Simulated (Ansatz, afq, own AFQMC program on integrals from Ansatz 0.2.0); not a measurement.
Where AFQMC and coupled cluster stand for GeH2O, singlet

```xyz
4

O    -0.1255   -0.6659    0.5201
Ge    0.5070    0.5635   -0.6183
H     0.5499   -1.3231    0.7271
H    -0.8759    1.3652   -0.6492
```

Connectivity, by distances: OH–GeH.

Basis def2-TZVP. Noble-gas cores (and the filled d shells of Ga–Kr and In–Xe) are frozen. Ansatz 0.2.0 and our own AFQMC program on the same integrals; the CISD trial comes from CCSD amplitudes, and released means the phaseless constraint is let go. Free AFQMC starts from the CCSD state and is never constrained. Its projection time is finite, and what remains of the start isn't in its error. Error bars are statistical, one sigma. No spin–orbit coupling.

Determinant: RHF, the one that the program's search chose, which needn't be the lowest solution. The geometry is a PBE0/def2-SVP stationary point of this or a neighbouring charge and spin state.

No full CI on the walks' own integrals is used here; CCSDT(Q) serves as the reference and is uncertain by about the last step of the cluster series.

Cautions: no relativity below Rb; no spin-orbit coupling; inner d shell frozen; the released energies move by 1.5 errors or more from one time to the next, so no released level is given (meV from the phaseless value at times in 1/Eh: -13 ± 5 at 0.24, -15 ± 5 at 0.51, -3 ± 6 at 0.99, 5 ± 7 at 1.62, -16 ± 8 at 2.40), though the last usable value meets CCSDT(Q) within the noise.

* T1 diagnostic: 0.0181
* weight of the determinant in the CISD state: 0.873
* size of the correlated space: 12 electrons in 76 orbitals

Reference: CCSDT(Q), correlation energy -10.099 eV.

```
        level  E − E(reference) (kJ/mol)  share of correlation (%)
           HF                      974.4                      0.00
          MP2                       82.5                     91.54
         CCSD                       37.6                     96.14
      CCSD(T)                        3.6                     99.64
        CCSDT                        2.2                     99.77
  ph-AFQMC/HF                -11.9 ± 2.7                    101.22
ph-AFQMC/CISD                  0.5 ± 0.5                     99.95
   free AFQMC                  1.7 ± 0.7                     99.83
```

Free projections are given only where their last times agree within the noise and don't stop above the reference; a slow remainder of the start can still hide under it.
